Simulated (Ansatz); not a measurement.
# LiC− (triplet): from Hartree-Fock to the top rungs at distance C1–Li2 = 4.437 Å, 6-31++G**

Aim: climb from Hartree-Fock through coupled cluster and multireference methods for LiC− (triplet) at one geometry and basis, and see what each rung misses.

Method: 6-31++G**, core rule «outside noble gas», up to 2 orbitals frozen; program: Ansatz 0.2.0, Gaussian basis.

The runs, in order: UHF; CCSD(T) on natural orbitals of UHF; CCSD(T) on UHF; BCCD(T) on natural orbitals of UHF; CISD; CCSDT(Q) on natural orbitals of UHF; CCSDT(Q) on UHF; CASSCF and MRCISD+Q, 4 electrons in 4 orbitals; CASSCF and NEVPT2, 4 electrons in 4 orbitals; Full CI.

48 further runs of the same task are left out: 34 for a known fault of the program, 12 that didn't finish, 2 set aside as unsound or not needed.

## Step 1: The geometry

The geometry derives from a PBE0/def2-TZVPD stationary point (not a proven minimum). One bond is set to the value named and the two fragments are kept rigid.

2 atoms, charge -1, spin multiplicity 3.

Atoms are counted from 1 here; the program's logs count them from 0.

No contacts short enough for the rule that draws bonds.

## Step 2: UHF

Input file in.yaml:

```yaml
crystal:
  periodic: [false, false, false]
  atoms:
    - {symbol: C, position_ang: [0.000000, 0.000000, 0.000000]}
    - {symbol: Li, position_ang: [0.000000, 0.000000, 4.437000]}
basis:
  gaussian: {orbitals: "6-31++G**"}
total_charge: -1
magnetization: {spin_polarized: true, initial_magnetization: 2}
hamiltonian: {xc: hf}
output: {orbitals: {seedname: orbitals}}
```

Launch:

```sh
> ansatz run in.yaml --threads 1 --pin off --events-out ev --progress --plain --max-ram 2393MiB
```

Further steps of the session: CCSD(T) on natural orbitals of UHF; CCSD(T) on UHF; BCCD(T) on natural orbitals of UHF; CISD; CCSDT(Q) on natural orbitals of UHF; CCSDT(Q) on UHF; CASSCF and MRCISD+Q, 4 electrons in 4 orbitals; CASSCF and NEVPT2, 4 electrons in 4 orbitals; Full CI.

Before running them: what should the planned runs give, taken together? Wanted: FCI below the RHF energy; RMP2 from FCI; UMP2 from FCI; RCCSD from FCI; RCCSD(T) from FCI; UCCSD(T) from FCI; RCCSDT(Q) from FCI; UCCSDT(Q) from FCI; NEVPT2 pair from FCI.

As calculated:

```
                         quantity                                                                    value
         FCI below the RHF energy                                                               -3.5438 eV
                    RMP2 from FCI                                                               -762.1 meV
                    UMP2 from FCI                                                               +560.7 meV
                   RCCSD from FCI                                                               +158.9 meV
                RCCSD(T) from FCI                                                                +34.3 meV
                UCCSD(T) from FCI                                                                +43.3 meV
               RCCSDT(Q) from FCI                                                                 -4.8 meV
               UCCSDT(Q) from FCI                                                                 -0.1 meV
             NEVPT2 pair from FCI                                                               +641.5 meV
           MRCISD+Q pair from FCI                                                                +37.7 meV
levels within 1 kcal/mol (43 meV)  RCCSD(T), UCCSD(T), RCCSDT, UCCSDT, RCCSDT(Q), UCCSDT(Q), MRCISD+Q pair
                    T1 diagnostic                                                                    0.320
   effectively unpaired electrons                                                                     3.67
```

In words: RCCSD(T) misses by +34.3 meV, 1.0 % of the correlation energy. RMP2, RCCSDT(Q) fall below full CI, which methods that aren't variational can do. With 3.7 effectively unpaired electrons against 2 the state is strongly multireference. Coupled cluster on one determinant still stays close here. Of the multireference levels listed MRCISD+Q pair comes nearest in total energy (+37.7 meV), which doesn't show that its space is the better one. Coupled cluster took another determinant than the lowest Hartree-Fock one. These misses are within one basis, not against nature; the frozen cores of restricted and unrestricted runs differ, which can shift their rows.
